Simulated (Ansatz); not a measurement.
**AlH3O+ (doublet): from Hartree-Fock to the top rungs, cc-pVTZ**

The task here is to estimate one member of a computed series from the others.

Method: cc-pVTZ, core rule «outside noble gas», up to 6 orbitals frozen; program: Ansatz 0.2.0, Gaussian basis.

To be run: UHF; CCSD(T) on ROHF; CCSD(T) on UHF; BCCD(T) on ROHF; CCSDT(Q) on ROHF; CCSDT(Q) on UHF.

2 further runs of the same task are left out: 2 for a known fault of the program.

**The geometry**

The geometry is a PBE0/def2-TZVP stationary point (not a proven minimum) of the parent state, kept for this charge and spin.

5 atoms, charge 1, spin multiplicity 2.

Atoms are counted from 1 here; the program's logs count them from 0.

Bond lengths: Al1–O2 1.656 Å, Al1–H3 1.581 Å, Al1–H4 1.581 Å, O2–H5 0.944 Å. Angles: O2–Al1–H3 118.7°, O2–Al1–H4 118.7°, H3–Al1–H4 122.6°, Al1–O2–H5 180.0°.

Set-up of the first run:

Input file in.yaml:

```yaml
crystal:
  periodic: [false, false, false]
  atoms:
    - {symbol: Al, position_ang: [0.000000, 0.000000, 0.599556]}
    - {symbol: O, position_ang: [0.000000, 0.000000, -1.056365]}
    - {symbol: H, position_ang: [0.000000, 1.386849, 1.359567]}
    - {symbol: H, position_ang: [0.000000, -1.386849, 1.359567]}
    - {symbol: H, position_ang: [0.000000, 0.000000, -2.000590]}
basis:
  gaussian: {orbitals: cc-pVTZ}
total_charge: 1
magnetization: {spin_polarized: true, initial_magnetization: 1}
hamiltonian: {xc: hf}
output: {orbitals: {seedname: orbitals}}
```

On the command line:

```sh
ansatz run in.yaml --threads 1 --pin off --events-out ev --progress --plain --max-ram 4096MiB --backend cpu
```

Steps of the session up to this table: UHF; CCSD(T) on ROHF; CCSD(T) on UHF; BCCD(T) on ROHF; CCSDT(Q) on ROHF; CCSDT(Q) on UHF.

One of the session's tables, all rows but one given; the rest of the session is left out.

It belongs to the step «Misses and costs». 

```
   method  from RCCSDT(Q) (meV)
     RMP2                +804.5
     UMP2                +986.6
    RCCSD                +403.9
    UCCSD                +380.9
 RCCSD(T)                 +48.0
 UCCSD(T)                 +54.4
  BCCD(T)                 +39.9
   RCCSDT                 +27.1
   UCCSDT                 +24.4
RCCSDT(Q)                     0
UCCSDT(Q)                     ?
```

Q: Estimate the row for UCCSDT(Q) from the others.

The run gave: from RCCSDT(Q) (meV): -1.6. In the column «from RCCSDT(Q) (meV)» it is the lowest.

Left out of the table: ROHF, UHF (another determinant or state than the rows shown).

Caveats from the session: The report flags that the cluster equations may have other roots. The program flags RCCSD(T), UCCSD(T), BCCD(T), RCCSDT(Q), UCCSDT(Q) as in doubt, so the zero of the table is itself unsure. Warnings: coupled cluster took another determinant than the lowest. Restricted and unrestricted rows rest on different reference determinants; where their highest levels disagree by more than a few hundredths of an eV, they describe different states and don't form one ladder.
